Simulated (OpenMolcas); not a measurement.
**B98/aug-pcseg-1 (RICD fitting) run of BH2Cl (SMILES BCl)**

What is the energy difference between two shapes of BH2Cl at B98/aug-pcseg-1 (RICD fitting)? 

The calculation is run with OpenMolcas 26.06.

4 further runs of the same task are left out: 4 set aside as unsound or not needed.

## (1) Starting point

The species is BH2Cl (4 atoms), meant as a singlet with charge 0. As SMILES, `BCl`. The coordinates come from a PBE0-D4/def2-TZVP relaxation.

Bond lengths: B1–Cl2 1.733 Å, B1–H3 1.190 Å, B1–H4 1.190 Å. Angles: Cl2–B1–H3 118.1°, Cl2–B1–H4 118.1°, H3–B1–H4 123.7°.

## (2) The charge distribution at B98/aug-pcseg-1 (RICD fitting)

job.input

```
>>> EXPORT MOLCAS_PRINT=2
&gateway
baslib=$CurrDir
coord
4
angstrom
B       -0.116700       0.021700      -0.075300
Cl       1.365000      -0.395300       0.721200
H       -1.106200      -0.559500       0.240400
H       -0.086600       0.872800      -0.906600
basis=aug-pcseg-1
group=NoSym
ricd
&seward
&scf
ksdft=HYB_GGA_XC_SB98_2C
prorbitals=1 2
&localisation
cholesky
```

The basis set aug-pcseg-1 is read from a file made from the Basis Set Exchange's data (not shown).

Run with:

```
$ export MOLCAS_MEM=1860
$ pymolcas job.input > job.log
```

What it wrote:

```text
--- Start Module: gateway ---
[...]
--- Stop Module: gateway /rc=_RC_ALL_IS_WELL_ ---
[...]
      Basis functions           68
[...]
--- Start Module: scf ---
[...]
       Convergence after  10 Iterations
[...]
::    Total KS-DFT energy                            -486.1961976167
[...]
      Total spin, S                                     0.0000000000
[...]
      Total electronic charge=   24.000000
      Total            charge=   -0.000000
[...]
      Dipole Moment (debye):
      Origin of the operator (angstrom)=    0.9427   -0.2765    0.4942
                   X= -5.4107E-01               Y=  1.5237E-01               Z= -2.9096E-01           Total=  6.3295E-01
      Quadrupole Moment (debye*angstrom):
[...]
--- Stop Module: scf /rc=_RC_ALL_IS_WELL_ ---
[...]
--- Start Module: localisation ---
[...]
--- Stop Module: localisation /rc=_RC_ALL_IS_WELL_ ---
[...]
```

Run time: 4.2 s. Hardware: 1 thread of Arm Neoverse V1, shared host; peak memory 0.2 GiB.

Atomic charges (e):

```
atom  Mulliken
  B1    +0.395
 Cl2    -0.476
  H3    +0.041
  H4    +0.041
```

## (3) The distorted shape at the same level

job.input

```
&GATEWAY
 BasLib=$CurrDir
 Coord
 4
 angstrom
 B       -0.047172      -0.227036      -0.174613
 Cl       1.455871      -0.313060       0.562698
 H       -1.142977      -0.667033       0.391673
 H       -0.040149       0.844758      -0.846398
 Basis=aug-pcseg-1
 Group=NoSym
 RICD

&SEWARD

&SCF
 KSDFT=HYB_GGA_XC_SB98_2C
 PrOrbitals=1 2

&LOCALISATION
 Cholesky
```

The basis set aug-pcseg-1 is read from a file made from the Basis Set Exchange's data (not shown).

Run with:

```
$ export MOLCAS_MEM=1860
$ pymolcas job.input > job.log
```

What it wrote:

```text
--- Start Module: gateway ---
[...]
--- Stop Module: gateway /rc=_RC_ALL_IS_WELL_ ---
[...]
      Basis functions           68
[...]
--- Start Module: scf ---
[...]
       Convergence after  10 Iterations
[...]
::    Total KS-DFT energy                            -486.1722460200
[...]
      Total spin, S                                     0.0000000000
[...]
      Total electronic charge=   24.000000
      Total            charge=   -0.000000
[...]
      Dipole Moment (debye):
      Origin of the operator (angstrom)=    1.0251   -0.2764    0.3604
                   X= -1.8521E-01               Y= -2.6050E-01               Z= -2.8272E-01           Total=  4.2673E-01
      Quadrupole Moment (debye*angstrom):
[...]
--- Stop Module: scf /rc=_RC_ALL_IS_WELL_ ---
[...]
--- Start Module: localisation ---
[...]
--- Stop Module: localisation /rc=_RC_ALL_IS_WELL_ ---
[...]
```

It took 4.2 s on 1 thread of Arm Neoverse V1, shared host; peak memory 0.2 GiB.

Atomic charges (e):

```
atom  Mulliken
  B1    +0.318
 Cl2    -0.361
  H3    +0.030
  H4    +0.013
```

## (4) Outcome

At B98/aug-pcseg-1 (RICD fitting):

| quantity | value |
| --- | --- |
| first shape: total energy | -486.19620 Eh |
| first shape: dipole moment | 0.63 D |
| first shape: HOMO energy | -8.51 eV |
| first shape: LUMO energy | -1.92 eV |
| first shape: HOMO–LUMO gap | 6.59 eV |
| distorted shape: total energy | -486.17225 Eh |
| distorted shape: dipole moment | 0.43 D |
| distorted shape: HOMO energy | -8.17 eV |
| distorted shape: LUMO energy | -2.18 eV |
| distorted shape: HOMO–LUMO gap | 5.99 eV |
| energy change with the atoms displaced | 0.652 eV |

In words: With the atoms displaced the energy rises by 0.65 eV (62.9 kJ/mol). The first shape isn't relaxed at this level, so the change isn't measured from a minimum. Mulliken charges (first shape) run from -0.48 on Cl2 to +0.39 on B1; in a basis this large or diffuse they mean little. Mulliken charges (distorted shape) run from -0.36 on Cl2 to +0.32 on B1; in a basis this large or diffuse they mean little.
